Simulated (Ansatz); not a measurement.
Basis-set extrapolation for C2H3O2 (`[CH2]C(=O)O`) radical (PBE0-D4/def2-TZVP geometry, frozen core, Ansatz). Multiplicity 2, UHF reference.

|  | def2-TZVPP | def2-QZVPP |
| --- | --- | --- |
| HF | -227.286275 | -227.296528 |
| MP2 correlation | -0.755185 | -0.813194 |
| CCSD(T) correlation | -0.806427 | not run |

Energies in hartree. Use E(X) = E(∞) + A·exp(−7.88·√X) for Hartree–Fock and E(X) = E(∞) + B·X^(−2.97) for correlation, with X = 3 and 4, and add CCSD(T) minus MP2 of the smaller set to the MP2 limit.

Q: What is the CCSD(T) energy at the basis-set limit?

A: HF limit: -227.296528 + (-0.010253) × 0.13774 = -227.29794. MP2 limit: -0.813194 + (-0.058009) × 0.74074 = -0.85616. Higher-order term: -0.806427 − (-0.755185) = -0.05124. Total: -228.20534 hartree, 295.7 kJ/mol below CCSD(T)/def2-TZVPP.
